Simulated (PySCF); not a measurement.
Family: cyclo[n]carbon rings. Isolated molecules, 0 K electronic values unless said otherwise. Each species was relaxed from one start; no search for lower structures was made at this level. Strings in code marks are SMILES.

The numbers are results of CAM-B3LYP-D3(BJ)/def2-SVP in PySCF, not measurements. All candidates: neutral, multiplicity 1. Delta-SCF ions had no search for a lower state. 

```json
{
 "vertical ionisation energy (Delta-SCF)": "7.84 eV",
 "vertical electron affinity (Delta-SCF)": "2.56 eV",
 "LUMO": "-2.97 eV"
}
```

### Question
Name which member has these values.
A) cyclo[20]carbon `C1#CC#CC#CC#CC#CC#CC#CC#CC#CC#C1`
B) cyclo[16]carbon `C1#CC#CC#CC#CC#CC#CC#CC#C1`
C) cyclo[28]carbon `C1#CC#CC#CC#CC#CC#CC#CC#CC#CC#CC#CC#CC#CC#C1`
D) cyclo[18]carbon `c1c#cc#cc#cc#cc#cc#cc#cc#cc#1`

### Answer
C, cyclo[28]carbon `C1#CC#CC#CC#CC#CC#CC#CC#CC#CC#CC#CC#CC#CC#C1`. The others give cyclo[18]carbon `c1c#cc#cc#cc#cc#cc#cc#cc#cc#1`: 8.31 eV, 1.77 eV, -2.24 eV; cyclo[20]carbon `C1#CC#CC#CC#CC#CC#CC#CC#CC#CC#C1`: 7.96 eV, 2.29 eV, -2.82 eV; cyclo[16]carbon `C1#CC#CC#CC#CC#CC#CC#CC#C1`: 8.08 eV, 2.04 eV, -2.67 eV
